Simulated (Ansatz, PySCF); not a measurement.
System: pyrazine, C4H4N2, net charge 0, singlet state. 
Coordinates optimised at B3LYP-D3(BJ)/def2-TZVP (Ansatz, a quantum-chemistry and plane-wave program):
SMILES: c1cnccn1
```xyz
10

C      1.1755    -0.6013     0.1346
C      1.0677     0.7845     0.0774
N     -0.1084     1.3933    -0.0575
C     -1.1755     0.6013    -0.1346
C     -1.0677    -0.7845    -0.0774
N      0.1084    -1.3933     0.0575
H      2.1422    -1.0802     0.2447
H      1.9481     1.4144     0.1418
H     -2.1422     1.0802    -0.2447
H     -1.9481    -1.4144    -0.1418
```
Unstable Hartree-Fock reference: c1cnccn1.

Property: enthalpy of formation at 298 K (from the atomisation energy, B3LYP-D3(BJ)/def2-TZVP harmonic zero-point and thermal terms from PySCF, and the atoms' enthalpies of formation in the G2/97 table; no spin-orbit terms, and no core term in the frozen-core levels), in kcal/mol. Cores are frozen in the correlated levels unless marked. UHF or UKS for open shells. Spin-orbit coupling is left out. No relativistic terms. The coupled-cluster limit lacks core correlation, which all-electron functionals hold. Basis-set limits of correlation are two-point, X^-3; Hartree-Fock from the larger set (for Q and 5 zeta extrapolated as (X+1)exp(-9√X)). The bracket is a focal-point correction in the basis named.

Measured: 46.9 kcal/mol (CRC Handbook, as tabulated in the package chemicals); it holds spin-orbit and relativistic effects, which these rows lack, and core correlation, which the frozen-core levels lack. This is an older compilation, not checked against later work.

Rank these levels by their absolute error against the measured value, smallest first: PBE0/def2-QZVPP (Ansatz); r2SCAN0/def2-TZVPD (Ansatz); RI-MP2/CBS(cc-pVTZ,cc-pVQZ)+[CCSD(T)-MP2]/cc-pVTZ (Ansatz); HF/CBS(cc-pVQZ,cc-pV5Z) (Ansatz); CCSD(T)/CBS(cc-pVQZ,cc-pV5Z) (Ansatz).

RI-MP2/CBS(cc-pVTZ,cc-pVQZ)+[CCSD(T)-MP2]/cc-pVTZ (53.2 kcal/mol, error 6.3), CCSD(T)/CBS(cc-pVQZ,cc-pV5Z) (54.2 kcal/mol, error 7.3), PBE0/def2-QZVPP (31.6 kcal/mol, error -15.3), r2SCAN0/def2-TZVPD (71.4 kcal/mol, error 24.5), HF/CBS(cc-pVQZ,cc-pV5Z) (398.4 kcal/mol, error 351.5)
